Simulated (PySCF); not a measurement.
Rows and methods have been separated. Pair them.

Compound: PF2PH2, F2H2P2.
SMILES: `FP(F)P`

The closed-shell ground state was solved 4 times with PySCF (density fitting, gas phase), always in the pcSseg-2 basis (186 functions), with these functionals: B3LYP, HF, LDA and mPW1PW91. One conformer (not necessarily the lowest) at the PBE0-D3(BJ)/def2-SVP geometry, without solvent, vibrations or thermal averaging.

```
row  total energy (Eh)  HOMO (eV)  LUMO (eV)  dipole (D)
  P          -883.7541      -7.42      -0.87        2.07
  Q          -880.0069      -6.37      -2.01        2.04
  R          -881.6827      -9.98       2.35        2.33
  S          -883.8172      -7.19      -1.08        2.06
```

Question: Which functional belongs to which row?

Answer: P = mPW1PW91, Q = LDA, R = HF, S = B3LYP. By rising HOMO–LUMO gap: LDA (LDA) 4.36 eV; B3LYP (global hybrid, 20 % exact exchange) 6.11 eV; mPW1PW91 (global hybrid, 25 % exact exchange) 6.55 eV; HF (all exact exchange) 12.33 eV. Total energies of different functionals aren't bounds to one another; each is stationary for its own functional.

Conformer computed: `[F:1][P:2]([F:3])[PH2:4]`: H–P4–P2–F1 175°, H–P4–P2–F1 83°.
